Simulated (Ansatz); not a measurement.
`C1CSCSC1`, relaxed with RKS PBE0-D4/def2-TZVP in the Gaussian-basis code of Ansatz from a PBE-D4/def2-SVP geometry. The force threshold is 0.005 eV/Å; the program also tests the step.

The species carries charge 0 and has multiplicity 1.

Start:

```xyz
14

C    -1.338    0.288   -0.090
C    -0.269    1.337    0.260
S     1.034    0.660    1.356
C     1.896   -0.410    0.132
S     0.843   -1.055   -1.230
C    -0.754   -1.114   -0.334
H    -1.882    0.635   -0.996
H    -2.083    0.217    0.732
H    -0.704    2.200    0.801
H     0.219    1.729   -0.655
H     2.336   -1.241    0.721
H     2.721    0.141   -0.365
H    -1.428   -1.736   -0.954
H    -0.591   -1.650    0.623
```

Q: By how much does the energy fall, and how many steps does the optimiser take? (Estimate.)

A: Computed: 1.82 kcal/mol, in 5 steps.

Q: Which bonds change most? (Estimate.)

A: Computed: S5–C6 from 1.832 to 1.804 Å; C2–S3 from 1.832 to 1.804 Å; S3–C4 from 1.840 to 1.813 Å; C4–S5 from 1.839 to 1.813 Å.

Q: Give the relaxed structure. (An estimate is asked.)

A: Ansatz gave: 
```xyz
14

C    -1.324    0.285   -0.091
C    -0.262    1.324    0.257
S     1.027    0.655    1.327
C     1.880   -0.406    0.130
S     0.833   -1.053   -1.200
C    -0.745   -1.107   -0.328
H    -1.856    0.622   -0.987
H    -2.058    0.221    0.719
H    -0.696    2.167    0.799
H     0.210    1.722   -0.642
H     2.315   -1.223    0.709
H     2.686    0.142   -0.362
H    -1.411   -1.712   -0.945
H    -0.599   -1.638    0.614
```
